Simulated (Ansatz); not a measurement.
# C3H3NO, SMILES NC=C=C=O: a rigid torsion scan

With the Python package of Ansatz (0.2.0).

Notebook, run cell by cell (the value of a cell's last expression is shown):

In [1]:
```python
import ansatz as az
from ase import Atoms
```

In [2]:
```python
config = {
    "basis_set": "def2-SVP",
    "xc": "hf",
    "force_tol": 0.02,
}
```

In [3]:
```python
atoms = Atoms(["N", "C", "C", "C", "O", "H", "H", "H"], positions=[
    [0.5492, -0.0878, 1.3826],
    [0.1879, -0.6294, 0.1754],
    [-0.2228, 0.0787, -0.8586],
    [-0.4698, 0.7223, -1.8049],
    [-0.8949, 1.3232, -2.7548],
    [0.059, 0.8759, 1.5342],
    [0.4577, -0.6641, 2.1763],
    [0.4259, -1.6759, 0.094],
])
```

In [4]:
```python
# relax first, so that the scan starts from a minimum
first = az.Crystal.molecule_from_ase(atoms).calculation()
first = first.basis(gaussian=config["basis_set"]).functional(config["xc"])
first = first.relax(force_tolerance=config["force_tol"], max_steps=80)
atoms.positions = first.run().report["positions_ang"]
```

In [5]:
```python
start = atoms.get_dihedral(2, 1, 0, 5)
energies = {}
for turn in range(0, 360, 40):
    turned = atoms.copy()
    turned.set_dihedral(2, 1, 0, 5, start + turn, indices=[0, 5, 6])
    base = (
        az.Crystal.molecule_from_ase(turned).calculation()
        .basis(gaussian=config["basis_set"])
        .functional(config["xc"])
    )
    energies[round((start + turn) % 360)] = base.run().report["free_energy_ev"]
floor = min(energies.values())
print("dihedral C2-C1-N0-H5 (deg)   E - E(min) (eV)")
for angle, e in sorted(energies.items()):
    print(f"{angle:8d} {(e - floor):14.3f}  " + "#" * int(30 * (e - floor) / max(max(energies.values()) - floor, 1e-9)))
```
```text
dihedral C2-C1-N0-H5 (deg)   E - E(min) (eV)
      40          0.452  ###########
      80          1.151  ##############################
     120          0.857  ######################
     160          0.125  ###
     200          0.126  ###
     240          0.858  ######################
     280          1.151  #############################
     320          0.451  ###########
     360          0.000
```

The lowest point is at 360° and the highest at 80°, 1.151 eV (111.1 kJ/mol) above it, with the rest of the molecule held.

The scan is rigid and the energies are electronic, in a modest basis. With rigid groups the curve can differ much from the relaxed path, the start wasn't checked as a minimum of this torsion, and equivalent turns needn't return to the same energy. Finished in 73 s on 1 thread of Intel(R) Xeon(R) Platinum 8259CL CPU @ 2.50GHz (Skylake/Cascade Lake), with other jobs on the host, peak memory 0.23 GiB.
